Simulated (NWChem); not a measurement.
# formaldehyde (CH2O)

SMILES: C=O
```xyz
4

C      0.0000     0.0000     0.5228
O      0.0000     0.0000    -0.6733
H     -0.9444     0.0000     1.1247
H      0.9444     0.0000     1.1247
```
Charge 0, spin multiplicity 1.

Everything below was run with NWChem. All single points use one geometry, from PBE0/def2-SVP, a minimum by its harmonic frequencies.

Symmetry labels belong to the abelian group C2v used in the runs, with the axes of the coordinates shown.

List the lowest 4 singlet excitations that TDA-BHandHLYP/def2-SVPD gives, with oscillator strengths.


```json
[
 {"state": "1", "symmetry": "a2", "energy (eV)": "4.23", "wavelength (nm)": "293", "f": "0.000"},
 {"state": "2", "symmetry": "b1", "energy (eV)": "8.00", "wavelength (nm)": "155", "f": "0.042"},
 {"state": "3", "symmetry": "b1", "energy (eV)": "9.39", "wavelength (nm)": "132", "f": "0.061"},
 {"state": "4", "symmetry": "a1", "energy (eV)": "9.62", "wavelength (nm)": "129", "f": "0.153"}
]
```
